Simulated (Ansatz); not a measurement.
Basis-set extrapolation for C4H5FO, SMILES `C#CCOCF` (PBE0-D4/def2-TZVP geometry, frozen core, the Gaussian-basis code of Ansatz). Multiplicity 1, RHF reference.

```tsv
	def2-TZVPP	def2-QZVPP
HF	-328.736728	-328.751139
MP2 correlation	-1.118730	-1.203126
CCSD(T) correlation	-1.192676	not run
```

Energies in hartree. Use E(X) = E(∞) + A·exp(−7.88·√X) for Hartree–Fock and E(X) = E(∞) + B·X^(−2.97) for correlation, with X = 3 and 4, and add CCSD(T) minus MP2 of the smaller set to the MP2 limit.

Task: What is the CCSD(T) energy at the basis-set limit?

Result: HF limit: -328.751139 + (-0.014411) × 0.13774 = -328.75312. MP2 limit: -1.203126 + (-0.084396) × 0.74074 = -1.26564. Higher-order term: -1.192676 − (-1.118730) = -0.07395. Total: -330.09271 hartree, 428.8 kJ/mol below CCSD(T)/def2-TZVPP.
